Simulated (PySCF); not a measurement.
Compound: CH4S.
Structure used (PBE0-D3(BJ)/def2-SVP), in Å, numbered top down from 1:
```xyz
6
CH4S angstrom
C     -0.490   -0.016    0.009
S      1.126    0.799   -0.098
H     -0.623   -0.536    0.968
H     -1.241    0.783   -0.059
H     -0.652   -0.715   -0.823
H      1.879   -0.316    0.003
```

Theory: core-valence-separated Tamm–Dancoff BHandHLYP/aug-pcX-1 (pcseg-1 on H, def2-SVPD on S) in PySCF, non-relativistic, gas phase, PBE0-D3(BJ)/def2-SVP geometry. The energies are unshifted.

Q: List the carbon K-edge absorption lines.

A: 
```
E (eV)       f  core hole on  main final orbital
285.38  0.0397            C1         LUMO (34 %)
286.20  0.0181            C1         LUMO (54 %)
286.99  0.0317            C1       LUMO+2 (50 %)
287.05  0.0335            C1       LUMO+3 (65 %)
287.43  0.0074            C1       LUMO+4 (47 %)
288.61  0.0041            C1              spread
288.88  0.0037            C1       LUMO+9 (63 %)
```

The first line with a tenth or more of the strongest one's intensity is at 285.38 eV (f = 0.040), with the hole on C1 (S-methyl carbon). It is also the strongest listed.

Roots within 0.03 eV whose holes lie on the same, on equivalent or on shared atoms are summed into one line, and the highest roots are left out, as the search may have cut off their partners. Final orbitals are the ground state's empty Kohn–Sham orbitals.

Q: What is the summed oscillator strength of the listed C K lines, and their intensity-weighted mean energy?

A: Σf = 0.138 over 7 lines from 285.38 to 288.88 eV; the weighted mean is 286.56 eV. The strongest line holds 29 % of the sum.

The list ends where the root search ended, not at a threshold.
